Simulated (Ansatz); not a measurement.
A nudged elastic band was laid between two geometries of H3N + H4Si (9 atoms, charge 0, multiplicity 1).

Computed with RKS B3LYP-D4/def2-mTZVP (Ansatz 0.2.0).

| Quantity | Value |
| --- | --- |
| movable images | 9 |
| climbing image | yes |
| spring | 5.0 eV/Å² |
| optimiser | quadratic models (default) |
| start path | through a guess of the saddle point |
| force threshold | 0.03 eV/Å |
| iteration limit | 60 |
| end points | relaxed |

Image 0:

```xyz
9
Properties=species:S:1:pos:R:3
Si 0.488 0.039 -0.165
H 0.638 -0.139 1.298
H 1.828 0.072 -0.797
H -0.216 1.313 -0.440
H -0.291 -1.089 -0.725
N -2.868 -0.060 1.450
H -2.822 -0.716 0.676
H -2.684 0.866 1.075
H -2.106 -0.287 2.084
```

Image 10:

```xyz
9
Properties=species:S:1:pos:R:3
Si -0.457 0.055 -0.667
H -0.378 0.270 3.590
H 0.624 -0.905 -0.341
H 0.011 1.449 -0.487
H -0.786 -0.120 -2.111
N -1.758 -0.215 0.448
H -2.102 -1.154 0.601
H -2.518 0.449 0.510
H -0.669 0.172 2.911
```

Problem. Which bonds break or form, and what moves?

Solution. Bonds broken: Si1–H2, N6–H9. Bonds formed: Si1–N6, H2–H9. H3N + H4Si becomes H2 + H5NSi.

Problem. What energy profile does the band end with?

Solution. It converged. The highest image is number 4 of 0 to 10, 190.9 kJ/mol above the first end and 205.4 kJ/mol above the last; the last end lies 14.5 kJ/mol below the first. Beside the main top the profile has a ripple of under 15 meV (maxima at images 4, 8), which may be a very shallow well or noise. Neighbouring images differ by up to 2.0 eV, so the band resolves the path poorly. A vibrational analysis at the climbing image gives one clearly imaginary mode, 1404i cm⁻¹: a first-order saddle point. The orbitals stay closed-shell, which can raise the energy where a bond breaks towards radicals; this wasn't checked here.

```csv
image,path coordinate (Å),energy (kJ/mol),Si1–H2 (Å),N6–H9 (Å),Si1–N6 (Å)
0,0.00,0.0,1.48,1.02,3.73
1,0.99,1.6,1.48,1.02,3.72
2,1.98,16.7,1.48,1.01,2.82
3,2.97,89.0,1.53,1.01,2.30
4,3.96,190.9,1.98,1.19,1.89
5,5.26,-4.2,3.03,2.25,1.74
6,6.56,-12.6,3.85,2.99,1.73
7,7.86,-14.4,4.33,2.75,1.73
8,9.16,-13.4,4.23,2.96,1.73
9,10.46,-14.1,4.25,2.77,1.73
10,11.76,-14.5,4.26,2.72,1.73
```

Problem. What is the geometry of the highest image?

Solution. 
```xyz
9
Properties=species:S:1:pos:R:3
Si -0.297 0.038 -0.117
H -0.012 -0.970 1.561
H 0.884 0.814 0.308
H -0.870 0.888 -1.224
H -0.112 -1.270 -0.774
N -1.815 0.169 1.002
H -2.678 -0.244 0.649
H -2.016 1.093 1.382
H -1.116 -0.520 1.667
```

The run took 10 min on 1 thread of Intel(R) Xeon(R) Platinum 8175M CPU @ 2.50GHz (Skylake/Cascade Lake), with other jobs on the host, peak memory 0.14 GiB.
